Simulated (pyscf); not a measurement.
Optimised with ωB97X-D3(BJ)/def2-SVP in PySCF. Correlated levels are frozen-core, on RHF or UHF. ΔMP2 is the change of the MP2 total energy from the triple- to the quadruple-zeta basis.

For the elementary gas-phase step `[CH3][Ag]` + `[FH]` → `[CH4]` + `[F][Ag]` (singlet surface; Ag–C, F–H broken, C–H, Ag–F formed), what barrier and reaction energy does CCSD(T)/def2-TZVPP + ΔMP2(QZVPP) give, measured from the separated reactants?

ΔE‡ = 0.76 eV, ΔE = -0.21 eV. Zero-point energy shifts the barrier by -0.05 eV. It is a four-centre exchange, with an imaginary mode of 1235i cm⁻¹. On the reactant side the descent ends in a complex, 0.24 eV under the separated species and 0.70 eV under the saddle at ωB97X-D3(BJ)/def2-TZVP. The reactants may also form a dative adduct at H₃C–Ag; it and routes through it were not searched. The products may also form a dative adduct at F–Ag; it and routes through it were not searched. At ωB97X-D3(BJ) the barrier from the zero used here is 0.46 eV. This is the saddle that the search found; another between the same sides may lie lower. The CCSD(T) − MP2 part came from Ansatz, without density fitting, on the same reference. The frozen core leaves the outer d or s,p core shells of the metals and heavy elements correlated in the MP2 and CC values, and def2-TZVPP describes them poorly, which can shift differences by a few kcal/mol. Elements past Kr carry the def2 core potentials, without spin-orbit coupling.
